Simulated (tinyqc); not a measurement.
Inside a calculation. Method: Pariser-Parr-Pople SCF with singles CI, for the molecule C=C1C=CC=C1 (SMILES; centres numbered as the heavy atoms are written). One step of it, computed by the program tinyqc.

Problem. PPP integrals. Mataga-Nishimoto: gamma = 14.399645/(R + a), a = 2 x 14.399645/(gamma_rr + gamma_ss); H_rr = -W_r - sum_(s != r) z_s gamma_rs; H_rs = beta for bonds.

Centres (angstrom, eV; a flat drawing with bonds scaled to 1.40 angstrom):
```
centre          x          y  core charge z          W   gamma_rr
1C       2.159000   0.000000              1  10.250000  12.610000
2C       0.759000   0.000000              1  10.250000  12.610000
3C      -0.064000   1.133000              1  10.250000  12.610000
4C      -1.395000   0.700000              1  10.250000  12.610000
5C      -1.395000  -0.700000              1  10.250000  12.610000
6C      -0.064000  -1.133000              1  10.250000  12.610000
```

Resonance integrals (eV):
```
i  j       beta
1  2  -2.540000
2  3  -2.540000
3  4  -2.540000
4  5  -2.540000
5  6  -2.540000
6  2  -2.540000
```

Give: repulsion gamma_rs; core matrix H.

Solution.

repulsion gamma_rs (eV), order 1C, 2C, 3C, 4C, 5C, 6C:
$$\begin{pmatrix}
12.6100 & 5.6649 & 3.9592 & 3.0225 & 3.0225 & 3.9592 \\
5.6649 & 12.6100 & 5.6641 & 4.2267 & 4.2267 & 5.6641 \\
3.9592 & 5.6641 & 12.6100 & 5.6656 & 4.2262 & 4.2253 \\
3.0225 & 4.2267 & 5.6656 & 12.6100 & 5.6649 & 4.2262 \\
3.0225 & 4.2267 & 4.2262 & 5.6649 & 12.6100 & 5.6656 \\
3.9592 & 5.6641 & 4.2253 & 4.2262 & 5.6656 & 12.6100
\end{pmatrix}$$

core matrix H (eV), order 1C, 2C, 3C, 4C, 5C, 6C:
$$\begin{pmatrix}
-29.8782 & -2.5400 & 0.0000 & 0.0000 & 0.0000 & 0.0000 \\
-2.5400 & -35.6964 & -2.5400 & 0.0000 & 0.0000 & -2.5400 \\
0.0000 & -2.5400 & -33.9905 & -2.5400 & 0.0000 & 0.0000 \\
0.0000 & 0.0000 & -2.5400 & -33.0559 & -2.5400 & 0.0000 \\
0.0000 & 0.0000 & 0.0000 & -2.5400 & -33.0559 & -2.5400 \\
0.0000 & -2.5400 & 0.0000 & 0.0000 & -2.5400 & -33.9905
\end{pmatrix}$$
